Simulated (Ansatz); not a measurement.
Ansatz (an electronic-structure program) input (HF/3-21G): The .json file is the Basis Set Exchange's 3-21G.

Ansatz 0.2 input:
```yaml
crystal:
  periodic: [false, false, false]
  atoms:
    - {symbol: N, position_ang: [-0.00898522, 0.84739310, 0.10188663]}
    - {symbol: N, position_ang: [0.00040401, -0.70694991, -0.09051954]}
    - {symbol: H, position_ang: [-0.83316184, 1.07182095, -0.51066578]}
    - {symbol: H, position_ang: [-0.04577757, -1.10875782, 0.84826688]}
    - {symbol: H, position_ang: [0.93900787, -0.94616541, -0.41717074]}
basis:
  gaussian:
    orbitals: 3-21G.json
hamiltonian:
  xc: {name: HF}
total_charge: -1
phonons: {temperatures: {t_min: 298.15, t_max: 298.15, t_step: 100}}
```

Output:

```
Functional definition: HF
integrals: 0.00 GiB planned
350 factors; integrals over basis functions are off by at most 3.1e-4 eV
mean field: 0.05 GiB planned
mean field evaluation 1: about -2987.6632 eV, gradient 2.1e1 eV
mean field evaluation 2: about -2987.6639 eV, gradient 2.1e1 eV
mean field evaluation 4: about -2988.9239 eV, gradient 2.1e0 eV
mean field evaluation 8: about -2988.9524 eV, gradient 9.3e-3 eV
mean field -2988.95235843 eV, -109.8419731876 hartree, gradient 1.9e-5 eV, S^2 0.000000; 0 other end points of the search recorded, 0 dependent functions left out
the calculation of the forces begins
reference -2988.95235843 eV, -109.8419731876 hartree; 9, 9 occupied and 15, 15 virtual orbitals, 350 factors
these checks for a lower state are left out or cut short: stability, starts, cluster_reference, orbital_swaps, neighbouring_geometries, increment
integrals: 0.00 GiB planned
350 factors; integrals over basis functions are off by at most 3.1e-4 eV
mean field: 0.05 GiB planned
mean field evaluation 16: about -2988.9522 eV, gradient 1.4e-5 eV
mean field -2988.95224234 eV, -109.8419689213 hartree, gradient 5.6e-7 eV, S^2 0.000000; 0 other end points of the search recorded, 0 dependent functions left out
the calculation of the forces begins
reference -2988.95224234 eV, -109.8419689213 hartree; 9, 9 occupied and 15, 15 virtual orbitals, 350 factors
these checks for a lower state are left out or cut short: stability, starts, cluster_reference, orbital_swaps, neighbouring_geometries, increment
integrals: 0.00 GiB planned
350 factors; integrals over basis functions are off by at most 3.1e-4 eV
mean field: 0.05 GiB planned
mean field -2988.95224116 eV, -109.8419688779 hartree, gradient 5.5e-7 eV, S^2 0.000000; 0 other end points of the search recorded, 0 dependent functions left out
the calculation of the forces begins
reference -2988.95224116 eV, -109.8419688779 hartree; 9, 9 occupied and 15, 15 virtual orbitals, 350 factors
these checks for a lower state are left out or cut short: stability, starts, cluster_reference, orbital_swaps, neighbouring_geometries, increment
integrals: 0.00 GiB planned
350 factors; integrals over basis functions are off by at most 3.1e-4 eV
mean field: 0.05 GiB planned
mean field evaluation 32: about -2988.9523 eV, gradient 1.4e-5 eV
mean field -2988.95231767 eV, -109.8419716899 hartree, gradient 5.6e-7 eV, S^2 0.000000; 0 other end points of the search recorded, 0 dependent functions left out
the calculation of the forces begins
reference -2988.95231767 eV, -109.8419716899 hartree; 9, 9 occupied and 15, 15 virtual orbitals, 350 factors
these checks for a lower state are left out or cut short: stability, starts, cluster_reference, orbital_swaps, neighbouring_geometries, increment
integrals: 0.00 GiB planned
350 factors; integrals over basis functions are off by at most 3.1e-4 eV
mean field: 0.05 GiB planned
mean field -2988.95231857 eV, -109.8419717227 hartree, gradient 5.6e-7 eV, S^2 0.000000; 0 other end points of the search recorded, 0 dependent functions left out
the calculation of the forces begins
reference -2988.95231857 eV, -109.8419717227 hartree; 9, 9 occupied and 15, 15 virtual orbitals, 350 factors
these checks for a lower state are left out or cut short: stability, starts, cluster_reference, orbital_swaps, neighbouring_geometries, increment
integrals: 0.00 GiB planned
350 factors; integrals over basis functions are off by at most 3.1e-4 eV
mean field: 0.05 GiB planned
mean field -2988.95226067 eV, -109.8419695950 hartree, gradient 5.5e-7 eV, S^2 0.000000; 0 other end points of the search recorded, 0 dependent functions left out
the calculation of the forces begins
reference -2988.95226067 eV, -109.8419695950 hartree; 9, 9 occupied and 15, 15 virtual orbitals, 350 factors
these checks for a lower state are left out or cut short: stability, starts, cluster_reference, orbital_swaps, neighbouring_geometries, increment
integrals: 0.00 GiB planned
350 factors; integrals over basis functions are off by at most 3.1e-4 eV
mean field: 0.05 GiB planned
mean field -2988.95225953 eV, -109.8419695532 hartree, gradient 5.6e-7 eV, S^2 0.000000; 0 other end points of the search recorded, 0 dependent functions left out
the calculation of the forces begins
reference -2988.95225953 eV, -109.8419695532 hartree; 9, 9 occupied and 15, 15 virtual orbitals, 350 factors
these checks for a lower state are left out or cut short: stability, starts, cluster_reference, orbital_swaps, neighbouring_geometries, increment
integrals: 0.00 GiB planned
350 factors; integrals over basis functions are off by at most 3.1e-4 eV
mean field: 0.05 GiB planned
mean field evaluation 64: about -2988.9522 eV, gradient 5.6e-7 eV
mean field -2988.95222335 eV, -109.8419682234 hartree, gradient 5.6e-7 eV, S^2 0.000000; 0 other end points of the search recorded, 0 dependent functions left out
the calculation of the forces begins
reference -2988.95222335 eV, -109.8419682234 hartree; 9, 9 occupied and 15, 15 virtual orbitals, 350 factors
these checks for a lower state are left out or cut short: stability, starts, cluster_reference, orbital_swaps, neighbouring_geometries, increment
integrals: 0.00 GiB planned
350 factors; integrals over basis functions are off by at most 3.1e-4 eV
mean field: 0.05 GiB planned
mean field -2988.95222229 eV, -109.8419681847 hartree, gradient 5.7e-7 eV, S^2 0.000000; 0 other end points of the search recorded, 0 dependent functions left out
the calculation of the forces begins
reference -2988.95222229 eV, -109.8419681847 hartree; 9, 9 occupied and 15, 15 virtual orbitals, 350 factors
these checks for a lower state are left out or cut short: stability, starts, cluster_reference, orbital_swaps, neighbouring_geometries, increment
integrals: 0.00 GiB planned
350 factors; integrals over basis functions are off by at most 3.1e-4 eV
mean field: 0.05 GiB planned
mean field -2988.95226320 eV, -109.8419696881 hartree, gradient 5.5e-7 eV, S^2 0.000000; 0 other end points of the search recorded, 0 dependent functions left out
the calculation of the forces begins
reference -2988.95226320 eV, -109.8419696881 hartree; 9, 9 occupied and 15, 15 virtual orbitals, 350 factors
these checks for a lower state are left out or cut short: stability, starts, cluster_reference, orbital_swaps, neighbouring_geometries, increment
integrals: 0.00 GiB planned
350 factors; integrals over basis functions are off by at most 3.1e-4 eV
mean field: 0.05 GiB planned
mean field -2988.95226399 eV, -109.8419697171 hartree, gradient 5.6e-7 eV, S^2 0.000000; 0 other end points of the search recorded, 0 dependent functions left out
the calculation of the forces begins
reference -2988.95226399 eV, -109.8419697171 hartree; 9, 9 occupied and 15, 15 virtual orbitals, 350 factors
these checks for a lower state are left out or cut short: stability, starts, cluster_reference, orbital_swaps, neighbouring_geometries, increment
integrals: 0.00 GiB planned
350 factors; integrals over basis functions are off by at most 3.1e-4 eV
mean field: 0.05 GiB planned
mean field -2988.95234509 eV, -109.8419726974 hartree, gradient 1.5e-6 eV, S^2 0.000000; 0 other end points of the search recorded, 0 dependent functions left out
the calculation of the forces begins
reference -2988.95234509 eV, -109.8419726974 hartree; 9, 9 occupied and 15, 15 virtual orbitals, 350 factors
these checks for a lower state are left out or cut short: stability, starts, cluster_reference, orbital_swaps, neighbouring_geometries, increment
integrals: 0.00 GiB planned
350 factors; integrals over basis functions are off by at most 3.1e-4 eV
mean field: 0.05 GiB planned
mean field evaluation 96: about -2988.9523 eV, gradient 1.9e-5 eV
mean field -2988.95234489 eV, -109.8419726901 hartree, gradient 1.5e-6 eV, S^2 0.000000; 0 other end points of the search recorded, 0 dependent functions left out
the calculation of the forces begins
reference -2988.95234489 eV, -109.8419726901 hartree; 9, 9 occupied and 15, 15 virtual orbitals, 350 factors
these checks for a lower state are left out or cut short: stability, starts, cluster_reference, orbital_swaps, neighbouring_geometries, increment
integrals: 0.00 GiB planned
350 factors; integrals over basis functions are off by at most 3.1e-4 eV
mean field: 0.05 GiB planned
mean field -2988.95234207 eV, -109.8419725866 hartree, gradient 2.1e-6 eV, S^2 0.000000; 0 other end points of the search recorded, 0 dependent functions left out
the calculation of the forces begins
reference -2988.95234207 eV, -109.8419725866 hartree; 9, 9 occupied and 15, 15 virtual orbitals, 350 factors
these checks for a lower state are left out or cut short: stability, starts, cluster_reference, orbital_swaps, neighbouring_geometries, increment
integrals: 0.00 GiB planned
350 factors; integrals over basis functions are off by at most 3.1e-4 eV
mean field: 0.05 GiB planned
mean field -2988.95234223 eV, -109.8419725922 hartree, gradient 2.8e-6 eV, S^2 0.000000; 0 other end points of the search recorded, 0 dependent functions left out
the calculation of the forces begins
reference -2988.95234223 eV, -109.8419725922 hartree; 9, 9 occupied and 15, 15 virtual orbitals, 350 factors
these checks for a lower state are left out or cut short: stability, starts, cluster_reference, orbital_swaps, neighbouring_geometries, increment
integrals: 0.00 GiB planned
350 factors; integrals over basis functions are off by at most 3.1e-4 eV
mean field: 0.05 GiB planned
mean field -2988.95232786 eV, -109.8419720642 hartree, gradient 5.6e-7 eV, S^2 0.000000; 0 other end points of the search recorded, 0 dependent functions left out
the calculation of the forces begins
reference -2988.95232786 eV, -109.8419720642 hartree; 9, 9 occupied and 15, 15 virtual orbitals, 350 factors
these checks for a lower state are left out or cut short: stability, starts, cluster_reference, orbital_swaps, neighbouring_geometries, increment
integrals: 0.00 GiB planned
350 factors; integrals over basis functions are off by at most 3.1e-4 eV
mean field: 0.05 GiB planned
mean field -2988.95232702 eV, -109.8419720334 hartree, gradient 1.7e-6 eV, S^2 0.000000; 0 other end points of the search recorded, 0 dependent functions left out
the calculation of the forces begins
reference -2988.95232702 eV, -109.8419720334 hartree; 9, 9 occupied and 15, 15 virtual orbitals, 350 factors
these checks for a lower state are left out or cut short: stability, starts, cluster_reference, orbital_swaps, neighbouring_geometries, increment
integrals: 0.00 GiB planned
350 factors; integrals over basis functions are off by at most 3.1e-4 eV
mean field: 0.05 GiB planned
mean field evaluation 128: about -2988.9522 eV, gradient 2.1e-6 eV
mean field -2988.95224904 eV, -109.8419691675 hartree, gradient 5.6e-7 eV, S^2 0.000000; 0 other end points of the search recorded, 0 dependent functions left out
the calculation of the forces begins
reference -2988.95224904 eV, -109.8419691675 hartree; 9, 9 occupied and 15, 15 virtual orbitals, 350 factors
these checks for a lower state are left out or cut short: stability, starts, cluster_reference, orbital_swaps, neighbouring_geometries, increment
integrals: 0.00 GiB planned
350 factors; integrals over basis functions are off by at most 3.1e-4 eV
mean field: 0.05 GiB planned
mean field -2988.95224891 eV, -109.8419691630 hartree, gradient 5.5e-7 eV, S^2 0.000000; 0 other end points of the search recorded, 0 dependent functions left out
the calculation of the forces begins
reference -2988.95224891 eV, -109.8419691630 hartree; 9, 9 occupied and 15, 15 virtual orbitals, 350 factors
Total energy: -2988.95235843 eV, -109.8419731876 hartree
Atom 0 at    -0.008985     0.847393     0.101887 Å, force    -0.000004     0.000206     0.000024 eV/Å
Atom 1 at     0.000404    -0.706950    -0.090520 Å, force     0.000197    -0.000451     0.000096 eV/Å
Atom 2 at    -0.833162     1.071821    -0.510666 Å, force     0.000048    -0.000048     0.000032 eV/Å
Atom 3 at    -0.045778    -1.108758     0.848267 Å, force    -0.000034     0.000161    -0.000187 eV/Å
Atom 4 at     0.939008    -0.946165    -0.417171 Å, force    -0.000208     0.000132     0.000036 eV/Å
Dipole moment:     0.104561    -0.509614     0.015892 e Å
Vibrations: 317.85 836.87 1055.77 1196.77 1494.11 1819.28 3014.49 3385.00 3413.38 cm⁻¹, zero-point energy 1.024948 eV
```

The blocks after the first are displaced geometries, from whose forces the wavenumbers follow.

The dipole moment of an ion depends on the origin.
